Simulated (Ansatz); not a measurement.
## HBe–BeH, singlet: reading a ladder of total energies

Geometry: a point of a stretch scan, not a stationary point.

```xyz
4

Be    0.0000    0.0000    1.2600
Be    0.0000    0.0000   -1.2600
H     0.0000    0.0000    2.6075
H     0.0000    0.0000   -2.6075
```

Basis cc-pVDZ; Ansatz 0.2.0. Correlated methods freeze the noble-gas cores, which leaves 6 electrons in 36 orbitals. R marks a restricted (for open shells ROHF) determinant.

Full CI is exact within this basis and frozen core; it isn't the basis-set limit.

Runs differ by some tens of microhartree through their thresholds, so steps under 0.03 kcal/mol mean nothing.

```csv
level,total energy (hartree)
RHF,-30.367338
RMP2,-30.445125
RCCSD,-30.472365
RCCSD(T),-30.473835
RCCSDT,-30.474364
RCCSDT(Q),-30.474419
full CI,-30.474440
```

Question: What is the correlation energy at full CI, and what share of it do RMP2 and RCCSDT recover?

Answer: E(corr) = -30.474440 − (-30.367338) = -0.107102 hartree = -2.914 eV. RMP2: -0.077787 / -0.107102 = 72.63 %. RCCSDT: -0.107026 / -0.107102 = 99.93 %.

Question: By how many kcal/mol does RCCSD(T) miss full CI (1 hartree = 627.509 kcal/mol), and which steps make up the rest?

Answer: -30.473835 − (-30.474440) = 0.000605 hartree = 0.38 kcal/mol. Steps: RCCSDT − RCCSD(T) = -0.33, RCCSDT(Q) − RCCSDT = -0.03, full CI − RCCSDT(Q) = -0.01 kcal/mol. That is within 1 kcal/mol of the reference in this basis, which itself misses far more of the correlation at the basis-set limit.
